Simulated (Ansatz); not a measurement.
Basis-set series for `CC(F)CO`. Charge 0, multiplicity 1. Geometry: relaxed with PBE0-D4/def2-TZVP. It is one conformer, not always the lowest.

```tsv
functional	basis	functions	energy (Eh)	HOMO (eV)	LUMO (eV)
PBE0-D4	def2-TZVPP	253	-293.40477	-8.01	1.27
PBE0-D4	def2-QZVPP	495	-293.42110	-8.06	0.78
ωB97M-V	def2-TZVPP	253	-293.60590	-10.46	2.69
ωB97M-V	def2-QZVPP	495	-293.62187	-10.51	1.91
```

Give the rows for def2-SVP. (Estimate.)

Computed: 
```
functional     basis  functions  energy (Eh)  HOMO (eV)  LUMO (eV)
   PBE0-D4  def2-SVP        105   -293.05875      -7.76       1.89
   ωB97M-V  def2-SVP        105   -293.24699     -10.20       3.52
```

Positive LUMOs are unbound and depend on the basis.
